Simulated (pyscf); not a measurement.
PySCF, gas phase, ωB97X-D3(BJ)/def2-SVP geometries.

### Question
How much does it cost (ΔH, 298 K, ωB97M-D3(BJ)/def2-TZVP) to split H₃C–In(CH₃)–NH₂ at its C–In bond into CH₃• + [H₃C–In–NH₂]•?

### Answer
C–In to CH₃• + [H₃C–In–NH₂]•: 63.7 kcal/mol. The 7 functionals that were run give +56.9 (r²SCAN) to +67.3 kcal/mol (ωB97X-D3(BJ)). The radicals are drawn with the spin at the cut bond; how far it spreads was not checked. Other isomers of [H₃C–In–NH₂]• were not searched in full and may lie lower. Elements past Kr carry the def2 core potentials, without spin-orbit coupling.
